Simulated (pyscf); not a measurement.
Optimised with ωB97X-D3(BJ)/def2-SVP in PySCF.

Problem. Estimate by transition-state theory the rate constant of HO–SiH(OH)–OH (SMILES O[SiH](O)O) + H₂ (SMILES [H][H]) → HO–SiH₂–OH (SMILES O[SiH2]O) + H₂O (SMILES O) (singlet surface; O–Si, H–H broken, H–Si, H–O formed) at 1200 K, with ωB97M-D3(BJ)/def2-TZVP energies (ideal gas, 1 atm, RRHO with modes under 100 cm⁻¹ raised to 100, one conformer, R ln 2 for chiral ones without a mode under 150 cm⁻¹; no tunnelling).

Solution. The electronic barrier is 53.2 kcal/mol and the thermal terms add +42.8, so ΔG‡ = 96.0 kcal/mol. With k_BT/h = 2.50e+13 s⁻¹ and RT = 2.385 kcal/mol, and a volume of 1.64e-19 cm³ per molecule at 1 atm, k = 1.3e-23 cm³ molecule⁻¹ s⁻¹. Wigner's tunnelling factor for 1094i cm⁻¹ would be 1.07. A shift of 1 kcal/mol in the barrier changes k by a factor 1.5. On the product side the descent ends in a complex (not fully relaxed), 4.5 kcal/mol under the separated species and 33.9 kcal/mol under the saddle at ωB97X-D3(BJ)/def2-TZVP. One saddle was located; it need not be the lowest between these sides.
